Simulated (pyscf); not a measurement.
Optimised with ωB97X-D3(BJ)/def2-SVP in PySCF.

F–C(F)=C(F)–F (SMILES FC(F)=C(F)F) + CH₃• (SMILES [CH3]) -> H₃C–C(F)(F)–C•(F)–F (SMILES CC(F)(F)[C](F)F)
Surface: doublet. Broken: none. Formed: C–C. Give ΔE‡ and ΔE from ωB97M-D3(BJ)/def2-TZVP, relative to the separated reactants.

ΔE‡ = 4.6 kcal/mol, ΔE = -49.8 kcal/mol. Zero-point energy shifts the barrier by +1.5 kcal/mol. It is an addition, with an imaginary mode of 613i cm⁻¹. H₃C–C(F)(F)–C•(F)–F lies 7.3 kcal/mol over its isomer H₃C–C•(F)–C(F)(F)–F (electronic energy, ωB97M-D3(BJ)/def2-TZVP). One saddle was located; it need not be the lowest between these sides.
